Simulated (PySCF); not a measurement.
## Frontier levels across methods

Compound: magnesium dihydride, MgH₂.
Z-matrix (Å and degrees, PBE0-D3(BJ)/def2-SVP geometry), rows numbered from 1:
```
Mg
H   1  1.7052
H   1  1.7066  2  179.95
```

Basis pcSseg-2 throughout (PySCF), one geometry. Geometry: PBE0-D3(BJ)/def2-SVP; no solvent, vibrations or thermal averaging.

Q: How do the orbital energies and the gap change with the method?

A: 
| method | kind | HOMO (eV) | LUMO (eV) | gap (eV) | SCF cycles |
| --- | --- | --- | --- | --- | --- |
| OPBE | GGA | -5.93 | -0.83 | 5.10 | 10 |
| BLYP | GGA | -5.98 | -1.10 | 4.88 | 9 |
| PBE | GGA | -6.04 | -1.15 | 4.89 | 10 |
| B97-D | GGA | -6.06 | -1.08 | 4.98 | 9 |
| KT3 | GGA | -6.06 | -1.05 | 5.01 | 10 |
| KT2 | GGA | -6.06 | -1.15 | 4.91 | 10 |
| LDA | LDA | -6.09 | -1.33 | 4.75 | 8 |
| BP86 | GGA | -6.16 | -1.19 | 4.97 | 9 |
| B97-2 | global hybrid | -6.97 | -0.48 | 6.49 | 9 |
| B3LYP | global hybrid | -7.05 | -0.74 | 6.32 | 9 |
| PBE0 | global hybrid | -7.20 | -0.50 | 6.70 | 9 |
| mPW1PW91 | global hybrid | -7.23 | -0.48 | 6.75 | 9 |
| BHandHLYP | global hybrid | -8.33 | 0.07 | 8.40 | 9 |
| CAM-B3LYP | range-separated hybrid | -8.60 | 0.24 | 8.85 | 9 |
| wB97X-D | range-separated hybrid | -9.12 | 0.96 | 10.08 | 11 |
| LC-wPBE | range-separated hybrid | -9.96 | 1.24 | 11.19 | 9 |
| HF | Hartree–Fock | -10.10 | 1.61 | 11.72 | 7 |

The HOMO spans 4.17 eV, from OPBE down to HF, and the gap runs from 4.75 eV (LDA) to 11.72 eV (HF). Over the methods OPBE (0 %), BLYP (0 %), PBE (0 %), B97-D (0 %), KT3 (0 %), KT2 (0 %), LDA (0 %), BP86 (0 %), B97-2 (21 %), B3LYP (20 %), PBE0 (25 %), mPW1PW91 (25 %), BHandHLYP (50 %), HF (100 %), a straight line through the gap against the share of exact exchange rises by 0.68 eV for each 10 % (correlation coefficient 0.999). The dipole is below 0.03 D at every level.

The vertical ΔSCF ionisation energy at CAM-B3LYP/def2-SVPD is 9.81 eV; −ε(HOMO) comes closest to it with LC-wPBE (9.96 eV).
